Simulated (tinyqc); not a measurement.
RHF in the sto-6g basis, for H2O, spin multiplicity 1, step by step (part 1 of 2). Computed by tinyqc, a small Python program that keeps every step (integrals from PySCF). Settings: charge = 0, multiplicity = 1, basis = sto-6g, energy threshold = 1e-09, iteration cap = 67, orthogonalisation = symmetric, start = random, DIIS depth = 4, method = RHF. Command: `OMP_NUM_THREADS=1 python tinyqc.py 30920 30921 out.jsonl` (the two numbers bound the seeds that draw the settings). One thread of a shared host (Intel(R) Xeon(R) Processor @ 2.60GHz), about 0.1 s of CPU time with the checks. Later iterations appear only in the table of the cycle.

## One-electron integrals

Geometry (angstrom):
```
atom         x          y         z
O     0.000000   0.000000  0.000000
H     0.000000   0.782000  0.736000
H     0.000000  -0.813000  0.765000
```

Basis sto-6g: exponents (1/bohr^2) and contraction coefficients of normalised primitives:
```
element  l (shell)     exponent  coefficient
O            s (1)  1355.584234     0.009164
O            s (1)   248.544885     0.049361
O            s (1)    69.533902     0.168538
O            s (1)    23.886772     0.370563
O            s (1)     9.275933     0.416492
O            s (1)     3.820341     0.130334
O            s (2)    52.187762    -0.013253
O            s (2)    10.329320    -0.046992
O            s (2)     3.210345    -0.033785
O            s (2)     1.235135     0.250242
O            s (2)     0.536420     0.595117
O            s (2)     0.245881     0.240706
O            p (3)    52.187762     0.003760
O            p (3)    10.329320     0.037679
O            p (3)     3.210345     0.173897
O            p (3)     1.235135     0.418036
O            p (3)     0.536420     0.425860
O            p (3)     0.245881     0.101708
H            s (1)    35.523221     0.009164
H            s (1)     6.513144     0.049361
H            s (1)     1.822143     0.168538
H            s (1)     0.625955     0.370563
H            s (1)     0.243077     0.416492
H            s (1)     0.100112     0.130334
```

Overlap, kinetic and nuclear-attraction integrals over the contracted functions; the nuclear repulsion is the sum of Za Zb / Rab.

nuclear repulsion = 8.06614652 hartree

overlap S, lower triangle:
```
           1O 1s     1O 2s    1O 2px     1O 2py    1O 2pz     2H 1s     3H 1s
1O 1s   1.000000
1O 2s   0.231145  1.000000
1O 2px  0.000000  0.000000  1.000000
1O 2py  0.000000  0.000000  0.000000   1.000000
1O 2pz  0.000000  0.000000  0.000000   0.000000  1.000000
2H 1s   0.042386  0.403743  0.000000   0.254881  0.239888  1.000000
3H 1s   0.038430  0.378958  0.000000  -0.243139  0.228784  0.223618  1.000000
```

kinetic energy T (hartree), lower triangle:
```
            1O 1s     1O 2s    1O 2px     1O 2py    1O 2pz     2H 1s     3H 1s
1O 1s   29.327197
1O 2s   -0.896024  0.842618
1O 2px   0.000000  0.000000  2.531309
1O 2py   0.000000  0.000000  0.000000   2.531309
1O 2pz   0.000000  0.000000  0.000000   0.000000  2.531309
2H 1s   -0.005462  0.078681  0.000000   0.146546  0.137926  0.768522
3H 1s   -0.006024  0.064167  0.000000  -0.128300  0.120725  0.001511  0.768522
```

nuclear attraction V (hartree), lower triangle:
```
             1O 1s      1O 2s     1O 2px     1O 2py     1O 2pz      2H 1s      3H 1s
1O 1s   -62.225119
1O 2s    -6.374753  -9.961559
1O 2px    0.000000   0.000000  -9.900179
1O 2py   -0.000708  -0.007342   0.000000  -9.997187
1O 2pz   -0.017218  -0.198737   0.000000  -0.004423  -9.986091
2H 1s    -1.337104  -3.130164   0.000000  -1.749920  -1.708333  -5.422182
3H 1s    -1.211135  -2.901377   0.000000   1.640561  -1.603872  -1.292555  -5.289374
```

core Hamiltonian H = T + V (hartree), lower triangle:
```
             1O 1s      1O 2s     1O 2px     1O 2py     1O 2pz      2H 1s      3H 1s
1O 1s   -32.897922
1O 2s    -7.270777  -9.118940
1O 2px    0.000000   0.000000  -7.368870
1O 2py   -0.000708  -0.007342   0.000000  -7.465878
1O 2pz   -0.017218  -0.198737   0.000000  -0.004423  -7.454782
2H 1s    -1.342566  -3.051483   0.000000  -1.603374  -1.570407  -4.653659
3H 1s    -1.217159  -2.837211   0.000000   1.512261  -1.483147  -1.291044  -4.520851
```

## Two-electron integrals

Functions are numbered as in S; the eight-fold symmetry (ij|kl) = (ji|kl) = (kl|ij) leaves the list below.

Two-electron integrals (ij|kl) in chemists' order, unique and non-zero (hartree):
```
(11|11) 4.787491    (21|11) 0.675884    (21|21) 0.121505    (22|11) 1.117379
(22|21) 0.249212    (22|22) 0.817383    (31|31) 0.025762    (32|31) 0.039145
(32|32) 0.180664    (33|11) 1.117381    (33|21) 0.249212    (33|22) 0.817382
(33|33) 0.880663    (41|41) 0.025762    (42|41) 0.039145    (42|42) 0.180664
(43|43) 0.047461    (44|11) 1.117381    (44|21) 0.249212    (44|22) 0.817382
(44|33) 0.785741    (44|44) 0.880663    (51|51) 0.025762    (52|51) 0.039145
(52|52) 0.180664    (53|53) 0.047461    (54|54) 0.047461    (55|11) 1.117381
(55|21) 0.249212    (55|22) 0.817382    (55|33) 0.785741    (55|44) 0.785741
(55|55) 0.880663    (61|11) 0.132042    (61|21) 0.022758    (61|22) 0.045676
(61|33) 0.045578    (61|41) 0.000812    (61|42) 0.001589    (61|44) 0.045734
(61|51) 0.000764    (61|52) 0.001495    (61|54) 0.000146    (61|55) 0.045716
(61|61) 0.004345    (62|11) 0.328969    (62|21) 0.074437    (62|22) 0.271323
(62|33) 0.266762    (62|41) 0.004349    (62|42) 0.032452    (62|44) 0.274018
(62|51) 0.004093    (62|52) 0.030543    (62|54) 0.006829    (62|55) 0.273189
(62|61) 0.014026    (62|62) 0.113307    (63|31) 0.008164    (63|32) 0.046309
(63|43) 0.006654    (63|53) 0.006263    (63|63) 0.015788    (64|11) 0.175762
(64|21) 0.040325    (64|22) 0.156757    (64|33) 0.149755    (64|41) 0.010211
(64|42) 0.063890    (64|44) 0.167144    (64|51) 0.001927    (64|52) 0.016547
(64|54) 0.010103    (64|55) 0.153370    (64|61) 0.007935    (64|62) 0.079581
(64|64) 0.071041    (65|11) 0.165423    (65|21) 0.037953    (65|22) 0.147536
(65|33) 0.140946    (65|41) 0.001927    (65|42) 0.016547    (65|44) 0.144786
(65|51) 0.009977    (65|52) 0.061883    (65|54) 0.010269    (65|55) 0.156874
(65|61) 0.007468    (65|62) 0.074899    (65|64) 0.052003    (65|65) 0.064732
(66|11) 0.481040    (66|21) 0.110872    (66|22) 0.463023    (66|33) 0.444794
(66|41) 0.008190    (66|42) 0.084197    (66|44) 0.473793    (66|51) 0.007708
(66|52) 0.079244    (66|54) 0.027293    (66|55) 0.470481    (66|61) 0.021091
(66|62) 0.248169    (66|64) 0.198830    (66|65) 0.187134    (66|66) 0.774999
(71|11) 0.119628    (71|21) 0.020623    (71|22) 0.041407    (71|33) 0.041318
(71|41) -0.000737   (71|42) -0.001443   (71|44) 0.041459    (71|51) 0.000693
(71|52) 0.001358    (71|54) -0.000132   (71|55) 0.041443    (71|61) 0.003886
(71|62) 0.012345    (71|64) 0.006371    (71|65) 0.006577    (71|66) 0.018374
(71|71) 0.003568    (72|11) 0.304718    (72|21) 0.068981    (72|22) 0.252269
(72|33) 0.247988    (72|41) -0.004037   (72|42) -0.030408   (72|44) 0.254798
(72|51) 0.003798    (72|52) 0.028613    (72|54) -0.006408   (72|55) 0.254018
(72|61) 0.012619    (72|62) 0.086857    (72|64) 0.041914    (72|65) 0.056082
(72|66) 0.157505    (72|71) 0.011785    (72|72) 0.098954    (73|31) 0.007478
(73|32) 0.042709    (73|43) -0.006203   (73|53) 0.005836    (73|63) 0.011678
(73|73) 0.013607    (74|11) -0.165115   (74|21) -0.037892   (74|22) -0.147760
(74|33) -0.141214   (74|41) 0.009391    (74|42) 0.059305    (74|44) -0.157455
(74|51) -0.001800   (74|52) -0.015617   (74|54) 0.009445    (74|55) -0.144610
(74|61) -0.006612   (74|62) -0.042749   (74|64) -0.009427   (74|65) -0.026979
(74|66) -0.069209   (74|71) -0.006753   (74|72) -0.070446   (74|74) 0.063154
(75|11) 0.155366    (75|21) 0.035655    (75|22) 0.139036    (75|33) 0.132877
(75|41) -0.001800   (75|42) -0.015617   (75|44) 0.136486    (75|51) 0.009172
(75|52) 0.057403    (75|54) -0.009599   (75|55) 0.147745    (75|61) 0.006807
(75|62) 0.056596    (75|64) 0.026755    (75|65) 0.047616    (75|66) 0.112392
(75|71) 0.006354    (75|72) 0.066287    (75|74) -0.046622   (75|75) 0.057476
(76|11) 0.126225    (76|21) 0.028912    (76|22) 0.115643    (76|33) 0.112677
(76|41) -0.000021   (76|42) -0.000241   (76|44) 0.114516    (76|51) 0.002410
(76|52) 0.021962    (76|54) -0.000068   (76|55) 0.119735    (76|61) 0.005405
(76|62) 0.049530    (76|64) 0.029902    (76|65) 0.036847    (76|66) 0.116472
(76|71) 0.004903    (76|72) 0.046649    (76|74) -0.028796   (76|75) 0.035088
(76|76) 0.027740    (77|11) 0.464517    (77|21) 0.107110    (77|22) 0.449362
(77|33) 0.431949    (77|41) -0.007732   (77|42) -0.080781   (77|44) 0.459655
(77|51) 0.007275    (77|52) 0.076011    (77|54) -0.026070   (77|55) 0.456480
(77|61) 0.019580    (77|62) 0.164404    (77|64) 0.070990    (77|65) 0.116070
(77|66) 0.326960    (77|71) 0.018459    (77|72) 0.228905    (77|74) -0.185739
(77|75) 0.174773    (77|76) 0.116472    (77|77) 0.774999
```

## Orthogonalisation

S = U s U^T; symmetric (Loewdin) form X = U s^(-1/2) U^T, so that X^T S X = 1.

eigenvalues of S: 0.429446  0.520944  0.880293  1.000000  1.107258  1.257404  1.804654

X, lower triangle:
```
            1O 1s      1O 2s    1O 2px     1O 2py     1O 2pz      2H 1s     3H 1s
1O 1s    1.022339
1O 2s   -0.132683   1.158056
1O 2px   0.000000   0.000000  1.000000
1O 2py  -0.000475   0.006698  0.000000   1.065032
1O 2pz  -0.007639   0.080441  0.000000   0.003460   1.047170
2H 1s    0.017633  -0.233310  0.000000  -0.172791  -0.136099   1.144820
3H 1s    0.016588  -0.210149  0.000000   0.162293  -0.124902  -0.080075  1.126388
```

## Starting guess

The start is random orthonormal orbitals; D = 2 C_occ C_occ^T.

D at the start, lower triangle:
```
            1O 1s      1O 2s     1O 2px     1O 2py     1O 2pz     2H 1s     3H 1s
1O 1s    1.468420
1O 2s   -0.414289   2.854555
1O 2px  -0.271943  -0.064667   1.059877
1O 2py  -0.244109   0.083890  -0.246077   2.267764
1O 2pz  -0.254388   0.492966  -0.273973  -0.082408   2.172503
2H 1s   -0.154626  -0.802630   0.989470  -0.702883  -0.440332  1.221121
3H 1s    0.918452  -1.181758   0.213785   1.003464  -0.349114  0.217190  1.753718
```

## Iteration 1: building the Fock matrix

J_ij = sum D_kl (ij|kl), K_ij = sum D_kl (ik|jl); F = H + J - 0.5 K; E = tr D H + tr D J / 2 - 0.25 tr D K + E_nn.

Coulomb J (hartree), lower triangle:
```
            1O 1s     1O 2s     1O 2px     1O 2py    1O 2pz     2H 1s     3H 1s
1O 1s   15.360281
1O 2s    2.866950  7.953202
1O 2px   0.000279  0.065248   7.876080
1O 2py  -0.004570  0.014417  -0.012842   7.985059
1O 2pz   0.012682  0.134010  -0.011117  -0.013936  7.998459
2H 1s    0.537830  2.664667   0.019101   1.541968  1.494784  4.749323
3H 1s    0.487626  2.489625   0.019191  -1.466109  1.426375  1.170490  4.768838
```

exchange K (hartree), lower triangle:
```
            1O 1s     1O 2s     1O 2px     1O 2py    1O 2pz     2H 1s     3H 1s
1O 1s    7.061672
1O 2s    1.452767  2.566881
1O 2px  -0.265909  0.228963   1.518000
1O 2py  -0.412388  0.075137  -0.081784   2.069973
1O 2pz  -0.128836  0.044718  -0.052961  -0.061175  2.296553
2H 1s    0.173104  0.745585   0.368637   0.304246  0.384304  0.831167
3H 1s    0.565510  0.673852   0.184503  -0.163261  0.438720  0.368126  0.996600
```

Fock matrix F (hartree), lower triangle:
```
             1O 1s      1O 2s     1O 2px     1O 2py     1O 2pz      2H 1s      3H 1s
1O 1s   -21.068476
1O 2s    -5.130211  -2.449179
1O 2px    0.133234  -0.049234  -0.251790
1O 2py    0.200916  -0.030493   0.028050  -0.515806
1O 2pz    0.059883  -0.087086   0.015364   0.012228  -0.604600
2H 1s    -0.891289  -0.759608  -0.165218  -0.213529  -0.267774  -0.319920
3H 1s    -1.012288  -0.684512  -0.073060   0.127782  -0.276132  -0.304617  -0.250313
```

total energy of this density = -62.90283033 hartree

## Iteration 1: diagonalisation and new density

Diagonalise F' = X^T F X, C = X C', fill 5 alpha and 5 beta electrons from the bottom; D = 2 C_occ C_occ^T. Each column has its largest component positive (the first on a tie).

F' = X^T F X (hartree), lower triangle:
```
            1          2          3          4          5          6         7
1  -20.733050
2   -2.555469  -1.507814
3    0.138487  -0.019369  -0.251790
4    0.185606  -0.034018   0.046226  -0.461722
5    0.064214  -0.008772   0.042818   0.020168  -0.534267
6   -0.121473  -0.300775  -0.176396  -0.178742  -0.180381   0.014287
7   -0.288578  -0.234837  -0.053874   0.106563  -0.188218  -0.123024  0.019595
```

orbital energies (hartree): MO1 -21.075489, MO2 -1.298548, MO3 -0.624129, MO4 -0.512987, MO5 -0.316527, MO6 0.127048, MO7 0.245871

coefficients C:
```
              MO1        MO2        MO3        MO4        MO5        MO6        MO7
1O 1s    0.996682  -0.243734   0.049373   0.045170   0.052770   0.047937   0.032939
1O 2s    0.013513   1.004276  -0.258443  -0.168268  -0.292042  -0.446895  -0.273767
1O 2px  -0.006345   0.076956   0.020694  -0.084857   0.919811  -0.224733  -0.299751
1O 2py  -0.007738   0.087332  -0.159490   0.936712  -0.026519   0.203652  -0.487663
1O 2pz  -0.003018   0.142618   0.879429   0.119770  -0.215075  -0.474119  -0.241027
2H 1s   -0.003524   0.029058   0.135054   0.128200   0.409479   0.204031   1.084120
3H 1s    0.004473  -0.020859   0.187952  -0.012696   0.126654   1.070981  -0.403181
```

D after iteration 1, lower triangle:
```
            1O 1s      1O 2s     1O 2px     1O 2py    1O 2pz     2H 1s     3H 1s
1O 1s    2.120087
1O 2s   -0.534159   2.378295
1O 2px   0.041293  -0.364988   1.719289
1O 2py   0.008078  -0.042108  -0.200820   1.822511
1O 2pz  -0.000575  -0.082875  -0.357597  -0.019776  1.708693
2H 1s    0.046945  -0.293852   0.741637   0.180506  0.100422  0.406410
3H 1s    0.049863  -0.208628   0.239662  -0.094167  0.267083  0.149993  0.103967
```

## Iteration 2: building the Fock matrix

As before.

Coulomb J (hartree), lower triangle:
```
            1O 1s      1O 2s     1O 2px     1O 2py    1O 2pz     2H 1s     3H 1s
1O 1s   18.148367
1O 2s    3.249211   8.539944
1O 2px  -0.010753  -0.039487   8.522979
1O 2py   0.000112   0.011664  -0.012165   8.552952
1O 2pz   0.002182   0.039099  -0.021857   0.003949  8.543898
2H 1s    0.612472   2.794626  -0.011266   1.604597  1.518665  4.772130
3H 1s    0.555058   2.581980  -0.008398  -1.488937  1.417191  1.177708  4.531780
```

exchange K (hartree), lower triangle:
```
            1O 1s      1O 2s     1O 2px     1O 2py    1O 2pz     2H 1s     3H 1s
1O 1s    9.858681
1O 2s    1.558007   2.754319
1O 2px  -0.006491  -0.050514   2.099937
1O 2py   0.000490  -0.005345  -0.086655   2.279466
1O 2pz  -0.002915   0.011107  -0.155530  -0.013968  2.219392
2H 1s    0.317529   0.903165   0.175288   0.512936  0.488318  0.822084
3H 1s    0.291638   0.820137   0.074924  -0.427804  0.484925  0.330832  0.594843
```

Fock matrix F (hartree), lower triangle:
```
             1O 1s      1O 2s     1O 2px     1O 2py     1O 2pz      2H 1s      3H 1s
1O 1s   -19.678895
1O 2s    -4.800570  -1.956156
1O 2px   -0.007508  -0.014230   0.104140
1O 2py   -0.000841   0.006994   0.031162  -0.052659
1O 2pz   -0.013578  -0.165191   0.055908   0.006509  -0.020581
2H 1s    -0.888858  -0.708440  -0.098910  -0.255245  -0.295901  -0.292571
3H 1s    -0.807920  -0.665299  -0.045860   0.237226  -0.308419  -0.278752  -0.286492
```

total energy of this density = -74.97474292 hartree

## Iteration 2: DIIS over 2 matrices

error matrix X^T (FDS - SDF) X:
```
           1          2          3          4          5          6          7
1   0.000000   0.068928   0.111155  -0.010105   0.124911  -0.146971  -0.304265
2  -0.068928   0.000000  -0.121416  -0.016192  -0.018517   0.236971   0.262328
3  -0.111155   0.121416   0.000000   0.104790   0.173667   0.060984   0.070349
4   0.010105   0.016192  -0.104790   0.000000   0.045964   0.482624  -0.511260
5  -0.124911   0.018517  -0.173667  -0.045964   0.000000   0.334536   0.421044
6   0.146971  -0.236971  -0.060984  -0.482624  -0.334536   0.000000  -0.025438
7   0.304265  -0.262328  -0.070349   0.511260  -0.421044   0.025438   0.000000
```

B (overlaps of the stored error matrices):
```
               1              2
1  6.7078693e+02  8.9479252e+00
2  8.9479252e+00  2.2467643e+00
```

Minimise |sum c_i e_i|^2 with sum c_i = 1: solve [B -1; -1 0][c; lambda] = [0; -1] with B_ij = tr e_i^T e_j, and take F = sum c_i F_i.

DIIS coefficients: -0.010229  1.010229

extrapolated F (hartree), lower triangle:
```
             1O 1s      1O 2s     1O 2px     1O 2py     1O 2pz      2H 1s      3H 1s
1O 1s   -19.664682
1O 2s    -4.797198  -1.951113
1O 2px   -0.008947  -0.013872   0.107781
1O 2py   -0.002904   0.007377   0.031194  -0.047922
1O 2pz   -0.014329  -0.165990   0.056323   0.006451  -0.014607
2H 1s    -0.888834  -0.707916  -0.098232  -0.255671  -0.296189  -0.292292
3H 1s    -0.805830  -0.665102  -0.045582   0.238345  -0.308749  -0.278487  -0.286863
```

## Iteration 2: diagonalisation and new density

As before.

F' = X^T F X (hartree), lower triangle:
```
            1          2          3          4          5          6         7
1  -19.339384
2   -2.470949  -0.947092
3   -0.010240   0.022359   0.107781
4   -0.005359   0.024711   0.042905   0.121741
5   -0.024867   0.004285   0.077103   0.013920   0.119767
6   -0.135291  -0.372858  -0.118785  -0.340840  -0.287160   0.095051
7   -0.113941  -0.336774  -0.042682   0.305699  -0.291261  -0.108778  0.053381
```

orbital energies (hartree): MO1 -19.668572, MO2 -0.925069, MO3 -0.306310, MO4 -0.161778, MO5 0.064408, MO6 0.548624, MO7 0.659941

coefficients C:
```
              MO1        MO2        MO3        MO4        MO5        MO6        MO7
1O 1s    0.996311  -0.214032  -0.004816  -0.130184   0.023976   0.065280   0.056344
1O 2s    0.016621   0.808136   0.012307   0.670852  -0.155651  -0.437046  -0.380814
1O 2px   0.000432   0.025608   0.017798  -0.039522   0.958550  -0.145032  -0.240028
1O 2py   0.000253  -0.008417   0.613721  -0.047605  -0.109942   0.539824  -0.712781
1O 2pz   0.002244   0.177853  -0.039884  -0.617866  -0.247968  -0.661004  -0.473105
2H 1s   -0.003308   0.185807   0.463057  -0.382068   0.225761   0.054809   0.985517
3H 1s   -0.002974   0.189887  -0.468317  -0.384994   0.086587   0.957419  -0.183800
```

D after iteration 2, lower triangle:
```
            1O 1s      1O 2s     1O 2px     1O 2py    1O 2pz      2H 1s     3H 1s
1O 1s    2.111980
1O 2s   -0.495066   2.255565
1O 2px   0.045984  -0.309584   1.842704
1O 2py   0.005319  -0.028137  -0.185592   0.782155
1O 2pz   0.077705  -0.465250  -0.418851   0.061403  0.952949
2H 1s    0.019714  -0.271300   0.489002   0.551982  0.389312   0.891803
3H 1s    0.021693  -0.248220   0.189479  -0.560414  0.537695  -0.029847  0.822208
```
